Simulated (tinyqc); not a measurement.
Inside a calculation. Method: extended Hueckel theory, for SiH4. One step of it, computed by the program tinyqc.

Task: Wolfsberg-Helmholz matrix. H_ij = K' S_ij (H_ii + H_jj)/2 for i != j (the diagonal keeps H_ii), with K' = K + D^2 + D^4 (1 - K), D = (H_ii - H_jj)/(H_ii + H_jj), K = 2.

overlap S, lower triangle:
```
           1Si 3s    1Si 3px    1Si 3py    1Si 3pz     2H 1s     3H 1s     4H 1s     5H 1s
1Si 3s   1.000000
1Si 3px  0.000000   1.000000
1Si 3py  0.000000   0.000000   1.000000
1Si 3pz  0.000000   0.000000   0.000000   1.000000
2H 1s    0.396983   0.292245   0.292245   0.292245  1.000000
3H 1s    0.396983   0.292245  -0.292245  -0.292245  0.042616  1.000000
4H 1s    0.396983  -0.292245   0.292245  -0.292245  0.042616  0.042616  1.000000
5H 1s    0.396983  -0.292245  -0.292245   0.292245  0.042616  0.042616  0.042616  1.000000
```

diagonal H_ii (eV): 1Si 3s -17.300000, 1Si 3px -9.200000, 1Si 3py -9.200000, 1Si 3pz -9.200000, 2H 1s -13.600000, 3H 1s -13.600000, 4H 1s -13.600000, 5H 1s -13.600000

K = 2.000000

Give: H.

Result:

H (eV), lower triangle:
```
          1Si 3s  1Si 3px  1Si 3py  1Si 3pz    2H 1s    3H 1s    4H 1s    5H 1s
1Si 3s   -17.300
1Si 3px    0.000   -9.200
1Si 3py    0.000    0.000   -9.200
1Si 3pz    0.000    0.000    0.000   -9.200
2H 1s    -12.353   -6.783   -6.783   -6.783  -13.600
3H 1s    -12.353   -6.783    6.783    6.783   -1.159  -13.600
4H 1s    -12.353    6.783   -6.783    6.783   -1.159   -1.159  -13.600
5H 1s    -12.353    6.783    6.783   -6.783   -1.159   -1.159   -1.159  -13.600
```
